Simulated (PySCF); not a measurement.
## Basis-set dependence of population analyses: CH2N2

CH₂N₂.
Geometry (PBE0-D3(BJ)/def2-SVP, Å), atoms numbered from 1 in this order:
```xyz
5
CH2N2 angstrom
N      1.851   -0.031   -0.491
C      0.715   -0.012   -0.245
N     -0.601    0.010   -0.021
H     -0.969    0.867    0.377
H     -0.996   -0.834    0.380
```

PBE0 throughout (PySCF), one geometry, spherical d and f functions. Isolated species at its PBE0-D3(BJ)/def2-SVP geometry, gas phase. Atoms taken as equivalent share a column and are averaged.

Mulliken charges (e):

```tsv
basis	functions	N1	C2	N3	H4/H5
STO-3G	17	-0.217	+0.141	-0.401	+0.239
6-31G	31	-0.237	+0.266	-0.767	+0.369
6-31G*	46	-0.347	+0.382	-0.813	+0.389
def2-SVP	52	+0.004	-0.158	-0.195	+0.175
6-311+G(2d,p)	93	-0.268	+0.175	-0.427	+0.260
def2-TZVP	105	-0.078	-0.022	-0.456	+0.278
```

IAO charges (e):

```
        basis  functions      N1      C2      N3   H4/H5
       STO-3G         17  -0.207  +0.113  -0.403  +0.248
        6-31G         31  -0.290  +0.187  -0.505  +0.304
       6-31G*         46  -0.304  +0.211  -0.509  +0.301
     def2-SVP         52  -0.297  +0.201  -0.495  +0.296
6-311+G(2d,p)         93  -0.315  +0.221  -0.530  +0.312
    def2-TZVP        105  -0.314  +0.220  -0.527  +0.311
```

Hirshfeld charges (e):

```json
{"basis": "STO-3G", "functions": "17", "N1": "-0.209", "C2": "+0.073", "N3": "-0.137", "H4/H5": "+0.137"}
{"basis": "6-31G", "functions": "31", "N1": "-0.253", "C2": "+0.094", "N3": "-0.154", "H4/H5": "+0.156"}
{"basis": "6-31G*", "functions": "46", "N1": "-0.265", "C2": "+0.097", "N3": "-0.148", "H4/H5": "+0.158"}
{"basis": "def2-SVP", "functions": "52", "N1": "-0.264", "C2": "+0.102", "N3": "-0.155", "H4/H5": "+0.159"}
{"basis": "6-311+G(2d,p)", "functions": "93", "N1": "-0.267", "C2": "+0.104", "N3": "-0.158", "H4/H5": "+0.160"}
{"basis": "def2-TZVP", "functions": "105", "N1": "-0.268", "C2": "+0.105", "N3": "-0.161", "H4/H5": "+0.162"}
```

ESP-fitted charges (e):

| basis | functions | N1 | C2 | N3 | H4/H5 |
| --- | --- | --- | --- | --- | --- |
| STO-3G | 17 | -0.474 | +0.571 | -0.837 | +0.370 |
| 6-31G | 31 | -0.582 | +0.716 | -1.057 | +0.462 |
| 6-31G* | 46 | -0.526 | +0.566 | -0.855 | +0.408 |
| def2-SVP | 52 | -0.523 | +0.535 | -0.766 | +0.377 |
| 6-311+G(2d,p) | 93 | -0.530 | +0.529 | -0.746 | +0.373 |
| def2-TZVP | 105 | -0.530 | +0.531 | -0.754 | +0.376 |

Which scheme is steadiest as the basis changes?

Largest range over the bases for any column: Hirshfeld 0.06 e, IAO 0.13 e, ESP-fitted 0.31 e, Mulliken 0.62 e. Hirshfeld charges move least and Mulliken charges most, counted in e. Without the minimal STO-3G basis the ranges are Hirshfeld 0.02, IAO 0.03, ESP-fitted 0.31, Mulliken 0.62 e.

How much do the charges still move between the two largest bases, 6-311+G(2d,p) and def2-TZVP?

At most, over all atoms: Mulliken 0.196 e, IAO 0.003 e, Hirshfeld 0.003 e, ESP-fitted 0.008 e.

What do the same runs give for the total energy, the frontier levels and the dipole moment?

```
        basis  energy (Eh)  HOMO (eV)  LUMO (eV)  μ (D)
       STO-3G    -146.6760      -5.40       4.25   3.82
        6-31G    -148.5566      -7.66       1.14   4.63
       6-31G*    -148.6042      -7.64       1.22   4.61
     def2-SVP    -148.5009      -7.76       0.88   4.61
6-311+G(2d,p)    -148.6593      -8.02      -0.45   4.71
    def2-TZVP    -148.6717      -7.97       0.14   4.72
```

The dipole is fixed by the density alone, so its range of 0.90 D shows that the density itself changes with the basis, not only its division among atoms.
